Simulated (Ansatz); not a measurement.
Ansatz (a first-principles code) input (CCSD(T)/cc-pVDZ):

Ansatz 0.2 input:
```yaml
crystal:
  periodic: [false, false, false]
  atoms:
    - {symbol: C, position_ang: [-0.01045730, 1.16494198, 0.28083334]}
    - {symbol: C, position_ang: [0.00335542, -1.08563455, 0.35835550]}
    - {symbol: C, position_ang: [0.78119601, 0.05343446, -0.22140404]}
    - {symbol: C, position_ang: [-0.77709543, 0.04331744, -0.23746258]}
    - {symbol: H, position_ang: [-0.01266110, 2.16400671, -0.13473259]}
    - {symbol: H, position_ang: [-0.00706515, -1.19627589, 1.43925234]}
    - {symbol: H, position_ang: [0.01509168, -2.02148969, -0.19091273]}
    - {symbol: H, position_ang: [1.43058472, 0.00791586, -1.08314434]}
    - {symbol: H, position_ang: [-1.40794231, -0.01051293, -1.11239601]}
basis:
  gaussian:
    orbitals: cc-pVDZ
magnetization: {spin_polarized: true, initial_magnetization: 1}
correlation: {method: ccsd_t, electrons: outside_noble_gas}
```

Output:

```
Functional definition: HF
integrals: 0.11 GiB planned
742 factors; integrals over basis functions are off by at most 1.1e-3 eV
mean field: 0.24 GiB planned
mean field evaluation 1: about -4194.6890 eV, gradient 1.8e1 eV
mean field evaluation 2: about -4194.9255 eV, gradient 1.8e1 eV
mean field evaluation 4: about -4197.2185 eV, gradient 2.7e0 eV
mean field evaluation 8: about -4197.3244 eV, gradient 2.4e-1 eV
mean field evaluation 16: about -4197.3264 eV, gradient 2.2e-6 eV
mean field -4197.32642571 eV, -154.2489010950 hartree, gradient 2.2e-6 eV, S^2 0.759246; 0 other end points of the search recorded, 0 dependent functions left out
4 core orbitals not correlated
reference -4197.32642571 eV, -154.2489010950 hartree; 11, 10 occupied and 66, 67 virtual orbitals, 742 factors
second order -14.19219285 eV of doubles, -0.00000000 eV of singles
coupled cluster: 0.41 GiB planned
cycle   1  -14.70773068 eV  change   -5.2e-1 eV  update   8.1e-2
cycle   2  -15.12007350 eV  change   -4.1e-1 eV  update   2.5e-2
cycle   3  -15.18936185 eV  change   -6.9e-2 eV  update   1.2e-2
cycle   4  -15.18917889 eV  change    1.8e-4 eV  update   4.9e-3
cycle   5  -15.18974191 eV  change   -5.6e-4 eV  update   2.3e-3
cycle   6  -15.18911072 eV  change    6.3e-4 eV  update   9.0e-4
cycle   7  -15.18914335 eV  change   -3.3e-5 eV  update   2.9e-4
cycle   8  -15.18918582 eV  change   -4.2e-5 eV  update   9.7e-5
cycle   9  -15.18916687 eV  change    1.9e-5 eV  update   3.7e-5
cycle  10  -15.18916858 eV  change   -1.7e-6 eV  update   1.3e-5
perturbative correction -0.57145854 eV, -0.0210007140 hartree
Total energy: -4213.08705284 eV, -154.8280934588 hartree
```

It need not be the lowest isomer of its formula.
